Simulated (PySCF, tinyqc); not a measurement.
Inside a calculation. Method: coupled-perturbed Hartree-Fock on RHF in the sto-3g basis, for CH+, spin multiplicity 1. The lowest restricted solution is unstable here: a spin-polarised one lies 0.0145 hartree lower (PySCF). One step of it, computed by the program tinyqc.

Task: Coupled step 2. U_ai = -(mu_ai + sum_bj [4 (ai|bj) - (ab|ij) - (aj|bi)] U_bj) / (e_a - e_i); alpha = -4 sum U_ai mu_ai.

U after step 1:
```
          i1         i2         i3
a4  0.000000   0.000000   0.000000
a5  0.000000   0.000000   0.000000
a6  0.003864  -0.344860  -0.795852
```

dipole integrals <a|z|i> (bohr):
```
           i1        i2        i3
a4   0.000000  0.000000  0.000000
a5   0.000000  0.000000  0.000000
a6  -0.066604  0.529414  0.807640
```

orbital energies (hartree): MO1 -11.731456, MO2 -1.313853, MO3 -0.883256, MO4 -0.308012, MO5 -0.308012, MO6 0.314442

Two-electron integrals over orbitals (pq|rs), unique and non-zero (hartree):
```
(11|11) 3.511967    (21|11) -0.290300   (21|21) 0.039996    (22|11) 0.755475
(22|21) -0.003175   (22|22) 0.646430    (31|11) 0.199746    (31|21) -0.021348
(31|22) 0.021624    (31|31) 0.029204    (32|11) -0.073015   (32|21) 0.009415
(32|22) 0.064557    (32|31) 0.008597    (32|32) 0.073742    (33|11) 0.799402
(33|21) -0.016179   (33|22) 0.504683    (33|31) -0.008766   (33|32) -0.058107
(33|33) 0.662090    (41|41) 0.021522    (42|41) 0.023214    (42|42) 0.091629
(43|41) -0.016096   (43|42) -0.046468   (43|43) 0.061408    (44|11) 0.852053
(44|21) -0.009113   (44|22) 0.565173    (44|31) 0.005808    (44|32) -0.038575
(44|33) 0.581818    (44|44) 0.672833    (51|51) 0.021522    (52|51) 0.023214
(52|52) 0.091629    (53|51) -0.016096   (53|52) -0.046468   (53|53) 0.061408
(54|54) 0.036269    (55|11) 0.852053    (55|21) -0.009113   (55|22) 0.565173
(55|31) 0.005808    (55|32) -0.038575   (55|33) 0.581818    (55|44) 0.600295
(55|55) 0.672833    (61|11) 0.156719    (61|21) -0.026539   (61|22) -0.010890
(61|31) 0.001381    (61|32) -0.014242   (61|33) 0.021588    (61|44) 0.003701
(61|55) 0.003701    (61|61) 0.026925    (62|11) -0.224268   (62|21) 0.003670
(62|22) -0.052799   (62|31) -0.012265   (62|32) 0.034154    (62|33) -0.048022
(62|44) -0.107741   (62|55) -0.107741   (62|61) 0.005125    (62|62) 0.111808
(63|11) -0.127887   (63|21) 0.004904    (63|22) 0.018055    (63|31) 0.005767
(63|32) 0.056460    (63|33) -0.091840   (63|44) -0.056150   (63|55) -0.056150
(63|61) -0.008575   (63|62) 0.058271    (63|63) 0.079877    (64|41) -0.011832
(64|42) -0.043285   (64|43) 0.009801    (64|64) 0.030611    (65|51) -0.011832
(65|52) -0.043285   (65|53) 0.009801    (65|65) 0.030611    (66|11) 0.715324
(66|21) -0.003442   (66|22) 0.622717    (66|31) 0.018292    (66|32) 0.083771
(66|33) 0.499735    (66|44) 0.514165    (66|55) 0.514165    (66|61) -0.008770
(66|62) 0.017244    (66|63) 0.051514    (66|66) 0.684062
```

Give: U after step 2; polarisability.

Result:

U after step 2:
```
        i1       i2       i3
a4  0.0000   0.0000   0.0000
a5  0.0000   0.0000   0.0000
a6  0.0034  -0.3415  -0.8208
```

polarisability = 3.3758 bohr^3
